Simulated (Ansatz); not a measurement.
**AlH4 (doublet): from Hartree-Fock to the top rungs at distance Al1–H4 along a hydrogen transfer = 1.717 Å, cc-pVTZ**

Aim: climb from Hartree-Fock through coupled cluster and multireference methods for AlH4 (doublet) at one geometry and basis, and see what each rung misses.

Program: Ansatz 0.2.0, Gaussian basis. Level of theory: cc-pVTZ, core rule «outside noble gas», up to 5 orbitals frozen. These are calculated values, not measurements.

The runs, in order: UHF; CCSD(T) on ROHF; CCSD(T) on UHF; BCCD(T) on ROHF; CCSDT(Q) on ROHF; CCSDT(Q) on UHF; CASSCF and MRCISD+Q, 3 electrons in 3 orbitals; CASSCF and NEVPT2, 3 electrons in 3 orbitals.

9 further runs of the same task are left out: 9 for a known fault of the program.

## Step 1: The system

The geometry derives from fragments relaxed apart (PBE0/def2-TZVP) and kept rigid, so it is no stationary point. A hydrogen atom is moved between rigid fragments.

5 atoms, charge 0, spin multiplicity 2.

Atoms are counted from 1 here; the program's logs count them from 0.

Bond lengths: Al1–H2 1.586 Å, Al1–H3 1.586 Å, Al1–H4 1.717 Å. Angles: H2–Al1–H3 120.0°, H2–Al1–H4 120.0°, H3–Al1–H4 120.0°.

## Step 2: UHF

File in.yaml:

```yaml
crystal:
  periodic: [false, false, false]
  atoms:
    - {symbol: Al, position_ang: [-0.089998, 0.000000, 0.000000]}
    - {symbol: H, position_ang: [-0.882922, 1.373384, 0.000000]}
    - {symbol: H, position_ang: [-0.882922, -1.373384, 0.000000]}
    - {symbol: H, position_ang: [1.627002, 0.000000, 0.000000]}
    - {symbol: H, position_ang: [2.548002, 0.000000, 0.000000]}
basis:
  gaussian: {orbitals: cc-pVTZ}
magnetization: {spin_polarized: true, initial_magnetization: 1}
hamiltonian: {xc: hf}
output: {orbitals: {seedname: orbitals}}
```

The run is started by

```console
> ansatz run in.yaml --threads 1 --pin off --events-out ev --progress --plain --max-ram 2816MiB --backend cpu
```

The runs that follow: CCSD(T) on ROHF; CCSD(T) on UHF; BCCD(T) on ROHF; CCSDT(Q) on ROHF; CCSDT(Q) on UHF; CASSCF and MRCISD+Q, 3 electrons in 3 orbitals; CASSCF and NEVPT2, 3 electrons in 3 orbitals.

**Question.** What will the summary of the whole plan be? Wanted: UCCSDT(Q) below the RHF energy; RMP2 from UCCSDT(Q); UMP2 from UCCSDT(Q); RCCSD from UCCSDT(Q); RCCSD(T) from UCCSDT(Q); UCCSD(T) from UCCSDT(Q); RCCSDT(Q) from UCCSDT(Q); NEVPT2 pair from UCCSDT(Q); MRCISD+Q pair from UCCSDT(Q).

The runs gave:

| quantity | value |
| --- | --- |
| UCCSDT(Q) below the RHF energy | -3.9260 eV |
| RMP2 from UCCSDT(Q) | +79.9 kJ/mol |
| UMP2 from UCCSDT(Q) | +81.9 kJ/mol |
| RCCSD from UCCSDT(Q) | +8.7 kJ/mol |
| RCCSD(T) from UCCSDT(Q) | +2.0 kJ/mol |
| UCCSD(T) from UCCSDT(Q) | +2.0 kJ/mol |
| RCCSDT(Q) from UCCSDT(Q) | +0.1 kJ/mol |
| NEVPT2 pair from UCCSDT(Q) | +80.1 kJ/mol |
| MRCISD+Q pair from UCCSDT(Q) | -0.7 kJ/mol |
| levels within 1 kcal/mol (43 meV) | RCCSD(T), UCCSD(T), BCCD(T), RCCSDT, UCCSDT, RCCSDT(Q), MRCISD+Q pair |
| T1 diagnostic | 0.023 |

What this shows: RCCSD(T) lands +2.0 kJ/mol from the yardstick (0.5 % of the correlation energy). Of the multireference levels listed MRCISD+Q pair comes nearest in total energy (-0.7 kJ/mol), which doesn't show that its space is the better one. These misses are within one basis, not against nature; the frozen cores of restricted and unrestricted runs differ, which can shift their rows.
